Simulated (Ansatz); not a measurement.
**HGe–NH$_{2}$, singlet: vertical spin and charge gaps**

Geometry (PBE0/def2-TZVP stationary point for this spin, not checked as a minimum):

```yaml
atoms:
  - { symbol: Ge, position_ang: [0.0000, -0.0292, 0.3354] }
  - { symbol: N, position_ang: [0.0000, 0.0337, -1.4792] }
  - { symbol: H, position_ang: [0.0000, 1.5671, 0.4649] }
  - { symbol: H, position_ang: [0.0000, 0.8718, -2.0380] }
  - { symbol: H, position_ang: [0.0000, -0.8031, -2.0403] }
```

Basis cc-pVTZ; Ansatz 0.2.0. Correlated methods freeze the noble-gas cores and the filled d shells of p-block atoms. Prefix R: restricted or restricted open-shell reference; prefix U: unrestricted. Active spaces: valence = (12e, 11o) chosen from the atoms' valence shells. No spin–orbit coupling is included, and no scalar relativity.

Gaps are energies of the second state less the first, at fixed atoms, for a selection of the levels run; each method lands on the state that its own search finds for that charge and spin.

Removing an electron, to the doublet: 8.890 eV at UCCSDT(Q).

| level | gap (eV) | error (meV) |
| --- | --- | --- |
| UHF | 8.079 | -811 |
| UMP2 | 8.805 | -85 |
| UCCSD | 8.895 | 5 |
| UCCSD(T) | 8.898 | 8 |
| BCCD(T) | 8.907 | 17 |
| UCCSDT | 8.894 | 4 |
| CASSCF (valence space) | 7.946 | -944 |
| NEVPT2 (valence space) | 8.558 | -332 |
| PBE | 8.875 | -15 |
| r2SCAN | 8.887 | -3 |
| PBE0 | 8.925 | 35 |
| B3LYP | 9.056 | 166 |
| wB97M-V | 9.008 | 118 |
| B2PLYP | 8.918 | 28 |
| RPA-PBE | 9.129 | 239 |

Functionals correlate the shells that the reference freezes, so part of their error here is the reference's.

Full CI isn't at hand for all of this; UCCSDT(Q) serves as the reference, and is uncertain by about the last step of the cluster series. The frozen core follows each run's orbitals, which can shift R against U totals by a few meV for light atoms and by up to 0.1 eV past Ca.
